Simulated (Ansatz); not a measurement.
# A ladder of methods for SiH2F (SMILES F[SiH2])

SiH2F has 4 atoms, charge 0, and is taken as a doublet. SMILES: `F[SiH2]`. The coordinates come from a GFN2-xTB relaxation.

```tsv
atom	x (Å)	y (Å)	z (Å)
F	1.2056	0.6475	-0.4255
Si	-0.1221	-0.2649	-0.2469
H	-1.2199	0.6785	-0.2616
H	0.1365	-1.0611	0.9340
```

Quantity: the energy change with the Si2–H4 bond stretched from 1.448 to 3.619 Å, in eV. The values are calculated.

| level | kind | program | value (eV) | less FCI/STO-3G | CPU time (all runs) |
| --- | --- | --- | --- | --- | --- |
| UBLYP/STO-3G | GGA | Ansatz | 3.41 | +0.34 | 2.7 s |
| UBHLYP/STO-3G | global hybrid | Ansatz | 3.59 | +0.52 | 2.8 s |
| UCAM-B3LYP/STO-3G | range-separated hybrid | Ansatz | 3.62 | +0.55 | 3.5 s |
| UB2PLYP/STO-3G | double hybrid | Ansatz | 3.35 | +0.28 | 4.1 s |
| RPA@PBE/STO-3G | RPA | Ansatz | 2.97 | -0.10 | 3.4 s |
| UMP2/STO-3G | perturbation theory | Ansatz | 3.10 | +0.03 | 0.32 s |
| UCCSDT(Q)/STO-3G | coupled cluster or CI | Ansatz | 3.07 | 0.00 | 1.4 s |
| UCCSDTQ/STO-3G | coupled cluster or CI | Ansatz | 3.07 | 0.00 | 51 s |
| FCI/STO-3G | exact in the basis | Ansatz | 3.07 | 0.00 | 0.72 s |

FCI/STO-3G is exact within its basis and frozen core, so for wave-function methods in that basis the difference is their error; functionals converge differently with the basis, so for them it is only a difference. The first shape isn't each level's own minimum. The values span 2.97 to 3.62 eV. All rows use very small basis sets, so even the best lies far from the true value. Times are those of the runs behind each value, whatever else they computed, on shared processors of several kinds: orders of magnitude only.
